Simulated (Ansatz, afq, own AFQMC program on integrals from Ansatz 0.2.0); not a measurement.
Two steps: Ansatz 0.2.0 writes the Fock matrix and Cholesky factors of the valence space, and afq projects on them the lowest state that overlaps trial and start.

```yaml
crystal:
  periodic: [false, false, false]
  atoms:
    - {symbol: B, position_ang: [0.000000, 0.651684, -2.264315]}
    - {symbol: Al, position_ang: [0.000000, -0.534240, -0.731531]}
    - {symbol: Cl, position_ang: [0.000000, 0.207861, 1.247210]}
basis:
  gaussian: {orbitals: cc-pVDZ}
magnetization: {spin_polarized: false, initial_magnetization: 1}
correlation: {method: ccsd_t, electrons: outside_noble_gas, hamiltonian_folder: ham}
```

```sh
$ ansatz run in.yaml --threads 1 --pin off --events-out ev --progress --plain --max-ram 1382MiB
```

Options of the walk:

```
--method phaseless --trial hf --walkers 120 --populations 1 --least-time 40 --time-step 0.005 --steps-per-block 20 --equilibration-blocks 112 --max-blocks 600 --target-error 0.00129 --factor-cut 1e-05 --start spin_pure --seed 8771 --taylor-order 6
```

Times are imaginary, in 1/Eh. The walk had a cap of 1701 s.

```
orbitals 39  electrons 7 6  factors 291 of 509
reference energy -725.98236923 Eh
CCSD correlation -0.29118964 Eh in 22 cycles, weight of the determinant in the CISD state 0.7769
energy of the start -725.982369 Eh
 block  time / (1/Eh)  mean weight  energy / Eh
     1     0.100  0.9996  -726.032652
     2     0.200  1.0004  -726.078612
     3     0.300  1.0008  -726.115341
     4     0.400  1.0041  -726.137881
     5     0.500  1.0005  -726.152483
    10     1.000  1.0002  -726.208624
    86     8.600  1.0008  -726.302708
   171    17.100  0.9986  -726.271616
   256    25.600  1.0010  -726.292153
   341    34.100  1.0000  -726.276951
   392    39.200  1.0006  -726.237709
   409    40.900  0.9991  -726.309109
   426    42.600  0.9978  -726.261575
   511    51.100  1.0003  -726.292872
   596    59.600  1.0008  -726.248555
   681    68.100  0.9988  -726.282216
   698    69.800  1.0010  -726.276455
blocks merged  error / Eh  count
     1  0.000801  600
     2  0.001024  300
     4  0.001274  150
     8  0.001612  75
    16  0.001778  37
    32  0.001864  18
    64  0.002393  9
energy -726.277833 +/- 0.001864 Eh
(rows thinned)
```

(1) Estimate how long the walk took on 1 thread of Intel(R) Xeon(R) 6975P-C (Granite Rapids) (shared host).

The run passed its tests (sampling time, drift between the halves within three errors, error under three times the target), which doesn't prove that it has relaxed.

Against this walk (error 50.7 meV) on the same determinant: CCSD(T) 211.0 meV lower, CCSDT(Q) 295.0 meV lower, a separate phaseless walk with a CISD trial and standard settings 219.9 ± 53.1 meV lower. The error is statistical and leaves out the bias of the constraint. CCSDT(Q) is the surest value here, so the walk's 295 meV above it is most likely the bias of the constraint with this trial, which can have either sign.

Cautions: constraint bias not in the error; error above the target (50.7 against 35.1 meV); higher spins were not checked; a spin-contaminated unrestricted determinant lies lower (UHF 1.20 eV lower, ⟨S²⟩ 1.65); the search met a lower determinant of the same kind, perhaps of another symmetry (52 meV lower), and this one is a saddle point.

Answers

(1) 4 min of wall time.

CCSDT and higher add their correlation energy to the determinant of the CCSD(T) run, since their own runs factorise the integrals more tightly (a shift of under 2 meV). A walk keeps the symmetry of its determinant, which the program's search chose and which needn't be the lowest solution, so a lower state of the same spin and another symmetry isn't excluded.
